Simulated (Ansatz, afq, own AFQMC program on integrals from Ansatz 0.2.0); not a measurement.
**BNH$_{3}$, quartet in cc-pVTZ, levels against CCSDT(Q)**

```yaml
atoms:
  - { symbol: B, position_ang: [-1.2844, 0.0000, 0.0000] }
  - { symbol: H, position_ang: [-1.8811, 1.0336, 0.0000] }
  - { symbol: H, position_ang: [-1.8811, -1.0336, 0.0000] }
  - { symbol: H, position_ang: [-0.0909, 0.0000, 0.0000] }
  - { symbol: N, position_ang: [1.2686, 0.0000, 0.0000] }
```

Connectivity, by distances: BH3 ··· N.

Basis cc-pVTZ. Only valence electrons are correlated. Ansatz 0.2.0 and our own AFQMC program on the same integrals; the CISD trial comes from CCSD amplitudes, and released means the phaseless constraint is let go. Uncertainties: one standard error, sampling alone.

Determinant: UHF, the one that the program's search chose, which needn't be the lowest solution. The geometry is a point of a scan.

No full CI on the walks' own integrals is used here; CCSDT(Q) serves as the reference and is uncertain by about the last step of the cluster series.

Cautions: lower spins were not checked.

The T1 diagnostic is 0.0138 and the weight of the determinant in the CISD state is 0.901. The ⟨S²⟩ of the determinant is 3.767 and the size of the correlated space is 11 electrons in 100 orbitals.

Reference: CCSDT(Q), correlation energy -7.376 eV. The released energy is read at 2.40 1/Eh (meV from the phaseless value at times in 1/Eh: -2 ± 4 at 0.24, -7 ± 4 at 0.51, -10 ± 4 at 0.99, -22 ± 6 at 1.62, -17 ± 9 at 2.40).

| level | E − E(reference) (kJ/mol) | share of correlation (%) |
| --- | --- | --- |
| HF | 711.7 | 0.00 |
| MP2 | 120.7 | 83.04 |
| CCSD | 20.8 | 97.07 |
| CCSD(T) | 3.1 | 99.56 |
| CCSDT | 0.5 | 99.93 |
| ph-AFQMC/HF | 2.4 ± 2.6 | 99.66 |
| ph-AFQMC/CISD | 1.0 ± 0.5 | 99.86 |
| released AFQMC | -0.6 ± 0.9 | 100.09 |

A walk keeps the symmetry of its determinant, which the program's search chose and which needn't be the lowest solution, so a lower state of the same spin and another symmetry isn't excluded. Released energies are given only where the last usable release times agree within the noise; a slower fall can still hide under it.
